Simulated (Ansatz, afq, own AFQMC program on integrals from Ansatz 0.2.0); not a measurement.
AFQMC on a folder of integrals that Ansatz 0.2.0 wrote.

```yaml
crystal:
  periodic: [false, false, false]
  atoms:
    - {symbol: N, position_ang: [0.000000, 0.000000, 0.000000]}
    - {symbol: H, position_ang: [1.024021, 0.013755, -0.000070]}
    - {symbol: H, position_ang: [-0.523923, 0.879946, -0.002762]}
    - {symbol: H, position_ang: [-0.500098, -0.893701, 0.002832]}
basis:
  gaussian: {orbitals: 6-31G}
total_charge: 1
magnetization: {spin_polarized: true, initial_magnetization: 1}
correlation: {method: ccsd_t, electrons: outside_noble_gas, hamiltonian_folder: ham}
```

```sh
$ ansatz run in.yaml --threads 1 --pin off --events-out ev --progress --plain --max-ram 16896MiB --backend cuda --devices 0, --max-vram 18GiB
```

afq runs on the folder ham with

```
--method phaseless --trial cisd --walkers 4000 --populations 20 --least-time 60 --time-step 0.005 --steps-per-block 50 --equilibration-blocks 28 --max-blocks 4000 --target-error 0.00016 --factor-cut 1e-05 --start spin_pure --seed 6565 --release-times 0.24,0.51,0.99,1.62,2.4 --release-step 0.03 --release-every 3 --taylor-order 6
```

Times are imaginary, in 1/Eh. The walk had a cap of 122 s. With eight or more populations the least sampling time is a fifth of least-time, and the error comes from their spread.

Log:

```
orbitals 14  electrons 4 3  factors 85 of 228
reference energy -55.85888677 Eh
CCSD correlation -0.10317268 Eh in 8 cycles, weight of the determinant in the CISD state 0.9588
energy of the start -55.961974 Eh
 block  time / (1/Eh)  mean weight  energy / Eh
     1     0.250  1.0000  -55.961488
     2     0.500  0.9999  -55.962029
     3     0.750  0.9999  -55.962485
     4     1.000  0.9998  -55.962668
     5     1.250  1.0001  -55.963073
    12     3.000  0.9999  -55.963209
    19     4.750  1.0001  -55.963238
    26     6.500  1.0002  -55.963088
    33     8.250  1.0001  -55.963479
    40    10.000  1.0000  -55.963303
    47    11.750  1.0000  -55.963223
    54    13.500  1.0000  -55.963048
    60    15.000  0.9999  -55.962819
    61    15.250  1.0000  -55.963134
    68    17.000  1.0001  -55.963638
    69    17.250  1.0000  -55.964040
    75    18.750  1.0002  -55.963412
    78    19.500  1.0000  -55.963460
error from the spread of 20 populations
released: time / (1/Eh)  energy / Eh  error  mean overlap
  0.24  -55.963229  0.000032  1.0000
  0.51  -55.963234  0.000026  0.9988
  0.99  -55.963217  0.000023  0.9979
  1.62  -55.963264  0.000024  0.9954
  2.40  -55.963236  0.000028  0.9969
energy -55.963253 +/- 0.000041 Eh
(rows thinned)
```

The run passed its tests (sampling time, drift between the halves within three errors, error under three times the target), which doesn't prove that it has relaxed. The second half of the sampling lies below the first by 1.6 errors of their difference, so the energy may still be moving and its error bar be too small.

Against this walk (error 1.1 meV) on the same determinant: CCSD(T) 9.7 meV higher, CCSDT(Q) 1.2 meV higher (within the noise), CCSDTQ 1.0 meV higher (within the noise), full CI 0.9 meV higher (within the noise). The error is statistical and leaves out the bias of the constraint. Released to 2.40 1/Eh the energy moves by 0.4 ± 1.3 meV (both errors), within twice the noise.

Cautions: constraint bias not in the error.

The walk took 32 s on 1 × NVIDIA H100 80GB HBM3 with 2 threads of AMD EPYC 7R13 Processor (Zen 3), with other jobs on the host (the card was shared). The log's last line is the phaseless energy.

CCSDT and higher add their correlation energy to the determinant of the CCSD(T) run, since their own runs factorise the integrals more tightly (a shift of under 2 meV). A walk keeps the symmetry of its determinant, which the program's search chose and which needn't be the lowest solution, so a lower state of the same spin and another symmetry isn't excluded.
